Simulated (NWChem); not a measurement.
Species: carbon tetrachloride (CCl₄); SMILES ClC(Cl)(Cl)Cl

Results from NWChem. Coordinates come from a PBE-D3(BJ)/def2-SVP optimisation. Total energies compare along this basis series because the functional is fixed.

```csv
level,basis functions,energy (Ha),highest occupied level (eV),orbital gap (eV)
PBE/3-21G,61,-1868.9650,-7.86,4.86
PBE/pcseg-1,86,-1878.0180,-7.82,4.82
PBE/aug-pcseg-1,131,-1878.0269,-7.77,4.78
PBE/pcseg-2,166,-1878.2000,-7.74,4.87
PBE/def2-TZVPP,199,-1878.1624,-7.64,4.82
```
